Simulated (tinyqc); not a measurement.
Worked calculation: extended Hueckel theory, for H2O+. The parameters take no account of the charge, which enters only through the electron count. Computed by tinyqc, a small Python program that keeps every step (integrals from PySCF). Settings: charge = 1, K = 1.5, multiplicity = 2. Command: `OMP_NUM_THREADS=1 python tinyqc.py 29493 29494 out.jsonl` (the two numbers bound the seeds that draw the settings). One thread of a shared host (Intel(R) Xeon(R) Processor @ 2.60GHz), about 0.01 s of CPU time with the checks.

## Overlaps

Geometry (angstrom):
```
atom         x          y         z
O     0.000000   0.000000  0.000000
H     0.000000   0.880000  0.538000
H     0.000000  -0.880000  0.538000
```

Parameters chosen for this run:
```
element  shell  Slater exponent   H_ii (eV)
H           1s         1.300000  -13.600000
O           2s         2.275000  -32.300000
O           2p         2.275000  -14.800000
```

Slater orbitals, each expanded in six Gaussians scaled to its exponent.

overlap S, order 1O 2s, 1O 2px, 1O 2py, 1O 2pz, 2H 1s, 3H 1s:
$$\begin{pmatrix}
1.000000 & 0.000000 & 0.000000 & 0.000000 & 0.413472 & 0.413472 \\
0.000000 & 1.000000 & 0.000000 & 0.000000 & 0.000000 & 0.000000 \\
0.000000 & 0.000000 & 1.000000 & 0.000000 & 0.310904 & -0.310904 \\
0.000000 & 0.000000 & 0.000000 & 1.000000 & 0.190076 & 0.190076 \\
0.413472 & 0.000000 & 0.310904 & 0.190076 & 1.000000 & 0.153113 \\
0.413472 & 0.000000 & -0.310904 & 0.190076 & 0.153113 & 1.000000
\end{pmatrix}$$

## Wolfsberg-Helmholz matrix

diagonal H_ii (eV): 1O 2s -32.300000, 1O 2px -14.800000, 1O 2py -14.800000, 1O 2pz -14.800000, 2H 1s -13.600000, 3H 1s -13.600000

K = 1.500000

H_ij = K' S_ij (H_ii + H_jj)/2 for i != j (the diagonal keeps H_ii), with K' = 1.5.

H (eV), order 1O 2s, 1O 2px, 1O 2py, 1O 2pz, 2H 1s, 3H 1s:
$$\begin{pmatrix}
-32.300000 & 0.000000 & 0.000000 & 0.000000 & -14.233787 & -14.233787 \\
0.000000 & -14.800000 & 0.000000 & 0.000000 & 0.000000 & 0.000000 \\
0.000000 & 0.000000 & -14.800000 & 0.000000 & -6.622263 & 6.622263 \\
0.000000 & 0.000000 & 0.000000 & -14.800000 & -4.048611 & -4.048611 \\
-14.233787 & 0.000000 & -6.622263 & -4.048611 & -13.600000 & -3.123508 \\
-14.233787 & 0.000000 & 6.622263 & -4.048611 & -3.123508 & -13.600000
\end{pmatrix}$$

## Orbitals

valence electrons = 7

Solve H C = S C e through S^(-1/2); fill by pairs from the bottom, a degenerate level sharing its electrons equally; each orbital has its largest coefficient positive (the first on a tie).

orbital energies (eV): [-32.371715, -16.275662, -15.137049, -14.800000, -6.330937, -2.592327]

occupations: [2.000000, 2.000000, 2.000000, 1.000000, 0.000000, 0.000000]

coefficients, order 1O 2s, 1O 2px, 1O 2py, 1O 2pz, 2H 1s, 3H 1s:
$$\begin{pmatrix}
0.965049 & 0.000000 & -0.125044 & 0.000000 & 0.000000 & -0.718166 \\
0.000000 & 0.000000 & 0.000000 & 1.000000 & 0.000000 & 0.000000 \\
0.000000 & 0.713324 & 0.000000 & 0.000000 & 0.887112 & 0.000000 \\
-0.009763 & 0.000000 & 0.935285 & 0.000000 & 0.000000 & -0.472158 \\
0.040760 & 0.336929 & 0.134553 & 0.000000 & -0.807165 & 0.810483 \\
0.040760 & -0.336929 & 0.134553 & 0.000000 & 0.807165 & 0.810483
\end{pmatrix}$$

sum of one-electron energies = -142.368854 eV

## Mulliken analysis

P = C n C^T; charge = valence electrons (H 1, O 6) minus the sum of (P S)_ii on the atom; overlap population = 2 sum P_ij S_ij between two atoms.

charges: 1O -0.092776, 2H 0.546388, 3H 0.546388

Overlap populations:
```
pair      value
2-1    0.431498
3-1    0.431498
3-2   -0.057421
```
